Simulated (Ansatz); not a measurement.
Elements on the sites of an ideal rock salt lattice, at a guessed lattice constant:

```
C Ti Zr
1.0
     2.35640    2.35640    4.71280
    -2.35640   -2.35640    4.71280
     7.06920   -4.71280    2.35640
C Ti Zr
10 2 8
Direct
  0.95000 0.75000 0.60000
  0.85000 0.25000 0.80000
  0.35000 0.75000 0.80000
  0.75000 0.75000 0.00000
  0.15000 0.75000 0.20000
  0.05000 0.25000 0.40000
  0.55000 0.75000 0.40000
  0.45000 0.25000 0.60000
  0.25000 0.25000 0.00000
  0.65000 0.25000 0.20000
  0.40000 0.00000 0.20000
  0.70000 0.50000 0.60000
  0.20000 0.00000 0.60000
  0.10000 0.50000 0.80000
  0.60000 0.00000 0.80000
  0.00000 0.00000 0.00000
  0.30000 0.50000 0.40000
  0.80000 0.00000 0.40000
  0.50000 0.50000 0.00000
  0.90000 0.50000 0.20000
```

Cell and atoms were relaxed without symmetry on coarser meshes and computed once more. These are results of DFT PBE, scalar-relativistic, plane waves, PAW in Ansatz, not measurements.

Settings: cutoff 420 eV, Γ-centred mesh 7×6×4 on the computed 20-atom cell, Gaussian smearing of 0.10 eV; no spin polarisation.

The relaxation ran on 3×3×2 (shifted) k points with a smearing of 0.1 eV, from sites shaken by 0.02 Å.

Q: What does the relaxation give?

A: A volume of 12.53 Å³/atom and no gap on the mesh. It lies 0.81 eV/atom below the elements' standard states (static lattices, no corrections for gases). The atoms leave their sites by 0.03 Å (root mean square) and 0.06 Å at most, and the cell stretches by up to 0.4 % at fixed volume.

```yaml
crystal:
  lattice:
    - [2.33621, 2.32138, 4.62937]
    - [-2.32565, -2.33317, 4.62998]
    - [6.98478, -4.64685, 2.32865]
  atoms:
    - { symbol: C, position: [0.94445, 0.74519, 0.60035] }
    - { symbol: C, position: [0.84653, 0.25627, 0.79496] }
    - { symbol: C, position: [0.35727, 0.74498, 0.79499] }
    - { symbol: C, position: [0.74098, 0.75635, 0.00555] }
    - { symbol: C, position: [0.15407, 0.75588, 0.20013] }
    - { symbol: C, position: [0.04897, 0.25079, 0.40039] }
    - { symbol: C, position: [0.54914, 0.75075, 0.40010] }
    - { symbol: C, position: [0.45394, 0.25591, 0.60026] }
    - { symbol: C, position: [0.25191, 0.24502, 0.00539] }
    - { symbol: C, position: [0.64458, 0.24520, 0.20021] }
    - { symbol: Ti, position: [0.39965, 0.00038, 0.19966] }
    - { symbol: Ti, position: [0.69929, 0.50038, 0.60076] }
    - { symbol: Zr, position: [0.20039, 0.00063, 0.59799] }
    - { symbol: Zr, position: [0.09986, 0.50060, 0.79932] }
    - { symbol: Zr, position: [0.59956, 0.00060, 0.79962] }
    - { symbol: Zr, position: [0.99869, 0.00061, 0.00111] }
    - { symbol: Zr, position: [0.29917, 0.50069, 0.40014] }
    - { symbol: Zr, position: [0.79926, 0.00059, 0.40028] }
    - { symbol: Zr, position: [0.49889, 0.50052, 0.00080] }
    - { symbol: Zr, position: [0.89815, 0.50054, 0.20245] }
```

The final mesh leaves forces up to 0.04 eV/Å and stresses up to 1.0 GPa: the relaxation ran on a coarser mesh, so the cell's shape, its bonds and its energy belong partly to that mesh.

Cost: 2 runs of about 7.8 core-minutes in all (earlier runs that led there not counted), on Arm Neoverse V2 (shared hosts).